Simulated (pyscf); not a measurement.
[O=Si–OH]• + H₂O → HO–Si•(OH)–OH, an addition across a multiple bond or ene-type step (doublet surface; H–O broken, H–O, O–Si formed). Structures and frequencies: ωB97X-D3(BJ)/def2-SVP in PySCF. Correlated levels are frozen-core, on RHF or UHF. ΔMP2 is the change of the MP2 total energy from the triple- to the quadruple-zeta basis. Energies in kcal/mol from the separated reactants.

Small-basis levels: PySCF, no dispersion term, spherical d functions. AM1 to PM7: differences of heats of formation from MOPAC. GFN2-xTB: tblite. Open shells are spin-unrestricted. 

| level | barrier | reaction energy |
|---|---|---|
| HF/3-21G | -18.6 | -77.7 |
| BP86/6-31G* | … | -51.1 |
| B3LYP/STO-3G | -27.4 | -56.6 |
| B3LYP/6-311+G** | -2.9 | -51.3 |
| GFN2-xTB | 13.5 | -34.2 |
| AM1 | 10.4 | -49.1 |
| PM7 | … | -50.4 |
| CCSD(T)/def2-TZVPP + ΔMP2(QZVPP) | … | -58.0 |

Task: Complete the blanks.

Result: 
- BP86/6-31G*, barrier: -12.7
- PM7, barrier: 5.0
- CCSD(T)/def2-TZVPP + ΔMP2(QZVPP), barrier: -7.3

Against the last row the barrier runs from -20.1 (B3LYP/STO-3G) to +20.8 kcal/mol (GFN2-xTB); B3LYP/6-311+G** happens to lie closest here (4.4 kcal/mol apart). CCSD(T)/def2-TZVPP + ΔMP2(QZVPP) has limits of its own. On the reactant side the descent ends in an adduct with a O–Si contact, 14.5 kcal/mol under the separated species and 3.7 kcal/mol under the saddle at ωB97X-D3(BJ)/def2-TZVP. At CCSD(T) the saddle lies under the separated reactants, which points to a path from their complex (located at ωB97X-D3(BJ) alone). What is counted as formed (O–Si) is already present as a longer contact in the reactant adduct; forming that adduct is a step of its own. At ωB97X-D3(BJ) the barrier from the zero used here is -10.8 kcal/mol. This is the saddle that the search found; another between the same sides may lie lower. The CCSD(T) − MP2 part came from Ansatz, without density fitting, on the same reference.
